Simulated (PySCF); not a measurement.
# Shifts of the heteroatoms

Numbering as in the mapped SMILES `[N:1]#[N+:2][O-:3]`.

[PySCF: B97-2/pcSseg-2 with gauge-including orbitals; geometry: PBE0-D3(BJ)/def2-TZVP; one conformer; relativity neglected; no solvent]

(1) Where does ¹⁵N resonate?

(2) Predict the ¹⁷O NMR data.

Answers

(1) 
```
atoms              environment  σ (ppm)  δ (ppm)
   N2  nitrogen bonded to N, O      0.5   -150.2
   N1     nitrogen bonded to N     92.7   -235.0
```

Shieldings were converted by a linear fit to measured shifts: ¹⁵N: δ = -149.73 − 0.920σ (rms 6.4 ppm, 44 shifts vs CH3NO2, solution or neat liquid). Occasional misses reach two or three times the rms, and more in compound classes unlike the fitted ones.

On a 500 MHz spectrometer ¹⁵N resonates near 50.7 MHz, so 1 ppm is 50.7 Hz.

(2) 
```csv
atoms,environment,σ (ppm),δ (ppm)
O3,oxygen bonded to N,187.3,96.6
```

Shieldings were converted by a linear fit to measured shifts: ¹⁷O (scatter 12.2 ppm rms vs liquid water, solution or neat liquid). A few per cent of atoms miss by over 2 rms, more outside the fitted compound classes.

On a 500 MHz spectrometer ¹⁷O resonates near 67.8 MHz, so 1 ppm is 67.8 Hz.
